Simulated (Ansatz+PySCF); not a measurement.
Values are calculated unless marked as measured or tabulated.
A run of PySCF 2.14.0 on singlet HF at this shape:

```xyz
2

H     0.0000    0.0000   -2.4846
F     0.0000    0.0000    0.2761
```

Its results:

```yaml
Converged: yes
Total_energy: -99.66031 hartree
Spin_squared_of_the_determinant: 0.000
Cycles: 12
```

Task: Which input gives this output? Name the method, the orbitals and the basis set, and write the input.

Result: RHF in cc-pVDZ. An unrestricted run that stays on the closed shell gives the same numbers.

```python
from pyscf import gto, scf

mol = gto.M(atom="""
H 0.000000 0.000000 -2.484550
F 0.000000 0.000000 0.276060
""", basis='cc-pvdz', charge=0, spin=0)
mf = scf.RHF(mol)
mf.kernel()
print(mf.converged, mf.e_tot, mf.spin_square()[0])
```

Caution: an unrestricted determinant lies well below.
